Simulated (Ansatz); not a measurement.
We consider double-hcp Pr, described by PBE-D4 (Ansatz, an electronic-structure program, PAW).

Run with plane-wave cutoff 500 eV, 24×24×6 k mesh (along the axes of the cell as run), Fermi–Dirac smearing 0.1 eV, spin-polarised with parallel moments, scalar-relativistic PAW data made under PBE.

Computed at the level's own relaxed cell.

Give the computed equilibrium volume per atom, equilibrium lattice constant a and c axis length.


* **equilibrium volume per atom**: 26.72 Å³/atom
* **equilibrium lattice constant a**: 3.363 Å
* **c axis length**: 10.916 Å

The run finds no gap.

Note: the magnetic order was assumed, not searched for or taken from measurement; the 4f shell is treated without U or exact exchange, so its levels and filling can be wrong; the volume lies 23 % below that of the published cell.

Spin–orbit coupling is not included.

The computed numbers hold no vibrational or temperature effects.
